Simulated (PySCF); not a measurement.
Telling isomers of C4H4N2 apart by NMR

PySCF 2.14 calculation with GIAO PBE0/pcSseg-1 shieldings, J couplings at B3LYP/pcJ-1 (spin–dipole term left out of most H,H and C,H couplings) and PBE0-D3(BJ)/def2-SVP geometry; non-relativistic, one computed conformer, averaged over atoms made equivalent by symmetry, fast rotation or ring inversion, gas phase.

Scale: TMS for 1H, 13C (reference shieldings calculated alike). Multiplet labels drop J under 1 Hz and among equivalent protons, and merge close values. Unscaled 3J(H,H) run several per cent high. Shifts are as computed. Against solution values, carbons near 30 ppm lie about +2 ppm off and those near 130 ppm about +5 ppm. Of 1309 compounds with measured shifts, 239 miss one by over three times the rms of a fit or turn the order of signals round; such compounds aren't used in these exercises. Across acyclic CH2–CH2 and CH–CH2 bonds, 3J(H,H) assumes equally populated rotamers.

(1) Tabulate the signals of `N#CCCC#N`, `c1cncnc1` and their relative energies.

(2) What is the quickest way to tell N#CCCC#N from c1cncnc1?

Answers

(1) 
```tsv
SMILES	carbon types	δC	δH	E rel. (kcal/mol)
N#CCCC#N	2×C 2×CH2	121.3, 15.8	2.35 (s, 4H)	16.5
c1cncnc1	4×CH	166.1, 162.8, 126.7	9.42 (d, 1H), 8.82 (d, 2H), 7.13 (td, 1H)	0.0
```

Energies are electronic energies at PBE0/pcSseg-1 on these geometries, without zero-point or thermal terms, each for the one conformer computed, which needn't be the lowest.

(2) Count the carbon signals: 2 against 3. The first has a nitrile carbon (C) at 121.3 ppm, the second an aromatic CH between two ring heteroatoms at 166.1 ppm. In the proton spectra the most deshielded non-exchanging signals are 2.35 (s, 4H) and 9.42 (d, J = 1.6 Hz, 1H).
